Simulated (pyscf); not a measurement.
Single points on ωB97X-D3(BJ)/def2-SVP structures (PySCF, gas phase). Correlated levels are frozen-core, on RHF or UHF. ΔMP2 is the change of the MP2 total energy from the triple- to the quadruple-zeta basis.

Task: Estimate by transition-state theory the rate constant of HN=SiH–Cl + hydrogen fluoride (HF) → HN=SiH–F + hydrogen chloride (HCl) (singlet surface; Cl–Si, F–H broken, F–Si, Cl–H formed) at 298 K, with CCSD(T)/def2-TZVPP + ΔMP2(QZVPP) energies (ideal gas, 1 atm, RRHO with modes under 100 cm⁻¹ raised to 100, one conformer, R ln 2 for chiral ones without a mode under 150 cm⁻¹; no tunnelling).

Result: The electronic barrier is 9.5 kcal/mol and the thermal terms add +8.1, so ΔG‡ = 17.7 kcal/mol. With k_BT/h = 6.21e+12 s⁻¹ and RT = 0.592 kcal/mol, and a volume of 4.06e-20 cm³ per molecule at 1 atm, k = 2.8e-20 cm³ molecule⁻¹ s⁻¹. Wigner's tunnelling factor for 737i cm⁻¹ would be 1.53, likely too low at so high a frequency. A shift of 1 kcal/mol in the barrier changes k by a factor 5.4. On the reactant side the descent ends in a complex, 4.5 kcal/mol under the separated species and 11.3 kcal/mol under the saddle at ωB97X-D3(BJ)/def2-TZVP. On the product side the descent ends in a complex, 4.4 kcal/mol under the separated species and 19.0 kcal/mol under the saddle at ωB97X-D3(BJ)/def2-TZVP. At ωB97X-D3(BJ) the barrier from the zero used here is 6.9 kcal/mol. HN=SiH–Cl lies 26.4 kcal/mol over its isomer H₂N–Si:–Cl [singlet] (electronic energy, ωB97M-D3(BJ)). HN=SiH–F lies 25.8 kcal/mol over its isomer H₂N–Si:–F [singlet] (electronic energy, ωB97M-D3(BJ)). One saddle was located; it need not be the lowest between these sides. The CCSD(T) − MP2 part came from Ansatz, without density fitting, on the same reference.
